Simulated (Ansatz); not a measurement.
**BP: experiment and calculation**

**Experimental background.**

From “Thermal expansion coefficients of high thermal conducting BAs and BP materials”, 2019, arxiv:1906.04101, for a powder of BP at 299.8 K: lattice constant a 4.53991 ± 0.000304 Å.

From “Equation of state of single-crystal cubic boron phosphide”, 2014, arxiv:1407.1677, for a bulk crystal of BP at 300 K: bulk modulus 179 ± 1 GPa.

The results are compared with them further down.

Theory: DFT r2SCAN, scalar-relativistic, plane waves, PAW (Ansatz).

Settings: cutoff 500 eV, Γ-centred mesh 10×10×10 on the computed 2-atom cell, Gaussian smearing of 0.02 eV; no spin polarisation.

Relaxed structure, symmetry kept:

```yaml
crystal:
  lattice:
    - [0.00000, 2.26827, 2.26827]
    - [2.26827, 0.00000, 2.26827]
    - [2.26827, 2.26827, 0.00000]
  atoms:
    - { symbol: B, position: [0.00000, 0.00000, 0.00000] }
    - { symbol: P, position: [0.25000, 0.25000, 0.25000] }
```

```
Space group                                                                                                                                 : F-43m (No. 216)
Volume per atom                                                                                                                             : 11.67 Å³
Formation energy from the elements' standard states (uncorrected)                                                                           : -0.484 eV/atom
Generalised Kohn–Sham band gap                                                                                                              : 1.41 eV, indirect from Γ to (0.000, 0.414, 0.414)
Löwdin character of the top 1 eV of the valence band                                                                                        : B 2p 51 %, P 3p 45 %
Löwdin character of the lowest 1 eV of the conduction band                                                                                  : P 3p 25 %, B 2s 23 %, B 2p 23 %, P 3s 11 %, unprojected 17 %
Electron masses at the edge by Cartesian direction of the standard setting (m_e; degenerate bands sorted by energy; no spin-orbit coupling) : x: 1.3; y: 0.22; z: 0.22
Hole masses at the edge by Cartesian direction of the standard setting (m_e; degenerate bands sorted by energy; no spin-orbit coupling)     : x: 0.32, 0.24, 0.24; y: 0.32, 0.24, 0.24; z: 0.32, 0.24, 0.24
Bulk modulus                                                                                                                                : 169 GPa
Its pressure derivative                                                                                                                     : 3.7
Electronic dielectric constant xx, yy, zz of the standard setting (independent particles)                                                   : 8.8, 8.8, 8.8
Bader charges (e)                                                                                                                           : B (1 in the cell) 0.64, P (1 in the cell) -0.64
```

Against the measured lattice constant a of BP, 4.53991 Å (299.8 K; powder; the paper above), the calculated 4.537 Å is off by -0.1 %. 3 values of this kind are on record in papers (4.5383 to 4.53991 Å); this one was drawn at random among those near their median, those with a stated uncertainty first. The calculation is for 0 K without zero-point motion. A measured bulk modulus of BP is 179 GPa (300 K; the paper above); the calculated 169 GPa misses it by -5.4 %. 3 values of this kind are on record (173 to 179 GPa); this one was drawn at random among those near their median, those with a stated uncertainty first.